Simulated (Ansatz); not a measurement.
# AlN (quintet): from Hartree-Fock to the top rungs, def2-TZVPP

An exercise on one series of results from a longer session: the logs are not shown, and one member is left open.

The runs use Ansatz 0.2.0, Gaussian basis; def2-TZVPP, core rule «outside noble gas», up to 6 orbitals frozen.

To be run: UHF; ROHF; CCSD(T) on UHF.

2 further runs of the same task are left out: 2 set aside as unsound or not needed.

**The system**

The geometry is a PBE0/def2-TZVP stationary point (not a proven minimum) of the parent state, kept for this charge and spin.

2 atoms, charge 0, spin multiplicity 5.

Atoms are counted from 1 here; the program's logs count them from 0.

Bond lengths: Al1–N2 1.789 Å.

The first run:

File in.yaml:

```yaml
crystal:
  periodic: [false, false, false]
  atoms:
    - {symbol: Al, position_ang: [0.000000, 0.000000, 0.000000]}
    - {symbol: N, position_ang: [0.000000, 0.000000, 1.789283]}
basis:
  gaussian: {orbitals: def2-TZVPP}
magnetization: {spin_polarized: true, initial_magnetization: 4}
hamiltonian: {xc: hf}
output: {orbitals: {seedname: orbitals}}
```

Started as:

```
ansatz run in.yaml --threads 1 --pin off --events-out ev --progress --plain --max-ram 4096MiB --backend cpu
```

Steps of the session up to this table: UHF; ROHF; CCSD(T) on UHF.

One table of the session follows, with a row left open; its other results are not shown here.

```
  method  from UCCSD(T) (kJ/mol)
    ROHF                  +495.9
     UHF                       ?
    UMP2                   +79.0
   UCCSD                   +17.5
UCCSD(T)                       0
```

**Question.** Estimate the row for UHF.

The run gave: from UCCSD(T) (kJ/mol): +476.1. In the column «from UCCSD(T) (kJ/mol)» it lies between UMP2 (+79.0) and ROHF (+495.9).
